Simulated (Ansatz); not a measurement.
We consider zinc-blende HgS (metastable phase), described by revPBE in Ansatz (PAW).

Output (set-up and result lines):

```
Crystal: 2 atoms, lattice volume = 55.461 Å³
Basis set: ecut = 520 eV, 1459 PW (Γ), exchange–correlation on 64×64×64 points (8 copies of the dense FFT grid, shifted against one another)
Bands: 17, of which v1, the nominal top of the filled ones, is band 13 counted from 1 (12 counted from 0)
Symmetry: 24 space group operations
Space group: F-43m (ITA 216), of the structure as read, at distance tolerance 3.8e-5 Å
k-points: 47 of 1000 (time reversal used)
Functional: x = revpbe(κ = 1.245, μ = 0.2195149727645171), c = pbe(β = 0.06672455060314922)
SCF iter   1: F=—  HF=-14728.716659 eV  |F-HF|=—  |Δ(HF+E_count)|=         —  Δρ=2.20e-3  dr2=2.74e-3
SCF iter   2: F=—  HF=-14728.717194 eV  |F-HF|=—  |Δ(HF+E_count)|=   5.34e-4  Δρ=9.80e-4  dr2=3.69e-4
  ...
SCF iter   7: F=—  HF=-14728.717304 eV  |F-HF|=—  |Δ(HF+E_count)|=   7.98e-8  Δρ=1.81e-6  dr2=1.84e-9
SCF iter   8: F=-14728.717304 eV  HF=-14728.717304 eV  |F-HF|=5.09e-11  |Δ(HF+E_count)|=  5.49e-10  Δρ=5.28e-7  dr2=1.30e-10
SCF 1 converged in 8 iterations: F = -14728.717304 eV  dr2 = 1.30e-10
SCF converged after 8 iterations
Free energy (F): -14728.717304 eV
Internal energy: -14728.717266 eV  (E = F + TS)
E sigma→0 (E₀):  -14728.717285 eV
Fermi energy:    6.838576 eV
--- Stress (GPa, compression-positive) ---
       -0.000065      -0.000000      -0.000000
       -0.000000      -0.000065       0.000000
       -0.000000       0.000000      -0.000065
  P = ⅓ Tr σ = -0.0001 GPa (-0.001 kbar)
```

Question: Write an input file that could have produced this run (the log leaves some choices open).

Answer: Several could match; the one computed here: 
Ansatz 0.2 input:
```yaml
crystal:
  lattice:
    - [0.0, 3.0268142084, 3.0268142084]
    - [3.0268142084, 0.0, 3.0268142084]
    - [3.0268142084, 3.0268142084, 0.0]
  atoms:
    - { symbol: Hg, position: [0.0, 0.0, 0.0] }
    - { symbol: S, position: [0.25, 0.25, 0.25] }
basis:
  ecutwfc: 520
  ecutrho_ratio: 4
  xc_grid: 2
kpoints:
  mp_grid: { grid: [10, 10, 10] }
  band_path:
    path:
      - [0.0, 0.0, 0.0]
      - [-0.05, -0.05, 0.0]
      - [-0.1, -0.1, 0.0]
      - [-0.15, -0.15, 0.0]
      - [-0.2, -0.2, 0.0]
      - [-0.25, -0.25, 0.0]
      - [-0.3, -0.3, 0.0]
      - [-0.35, -0.35, 0.0]
      - [-0.4, -0.4, 0.0]
      - [-0.45, -0.45, 0.0]
      - [-0.5, -0.5, 0.0]
      - [-0.458333, -0.458333, 0.083333]
      - [-0.416667, -0.416667, 0.166667]
      - [-0.375, -0.375, 0.25]
      - [-0.375, 0.0, 0.375]
      - [-0.340909, 0.0, 0.340909]
      - [-0.306818, 0.0, 0.306818]
      - [-0.272727, 0.0, 0.272727]
      - [-0.238636, 0.0, 0.238636]
      - [-0.204545, 0.0, 0.204545]
      - [-0.170455, 0.0, 0.170455]
      - [-0.136364, 0.0, 0.136364]
      - [-0.102273, 0.0, 0.102273]
      - [-0.068182, 0.0, 0.068182]
      - [-0.034091, 0.0, 0.034091]
      - [0.0, 0.0, 0.0625]
      - [0.0, 0.0, 0.125]
      - [0.0, 0.0, 0.1875]
      - [0.0, 0.0, 0.25]
      - [0.0, 0.0, 0.3125]
      - [0.0, 0.0, 0.375]
      - [0.0, 0.0, 0.4375]
      - [0.0, 0.0, 0.5]
      - [-0.071429, -0.035714, 0.464286]
      - [-0.142857, -0.071429, 0.428571]
      - [-0.214286, -0.107143, 0.392857]
      - [-0.285714, -0.142857, 0.357143]
      - [-0.357143, -0.178571, 0.321429]
      - [-0.428571, -0.214286, 0.285714]
      - [-0.5, -0.25, 0.25]
      - [-0.5, -0.3125, 0.1875]
      - [-0.5, -0.375, 0.125]
      - [-0.5, -0.4375, 0.0625]
    npoints: 1
hamiltonian:
  xc: revpbe
  dispersion: none
  pseudopotentials: { kind: paw }
scf:
  occupations: { method: fermi_dirac, width: 0.01 }
  convergence: { dr2_threshold: 0.0000000002 }
output:
  forces: true
  stress: true
  eigenvalues: true
  write_bands: true
```

The PAW data were made under PBE.

Note: the cell is over a tenth larger than the published one: the level's own overestimate first of all, though another phase or state, or a fault of the published cell, is possible.

It cost very roughly 6 core-seconds of CPU time.

Ansatz is a first-principles code.
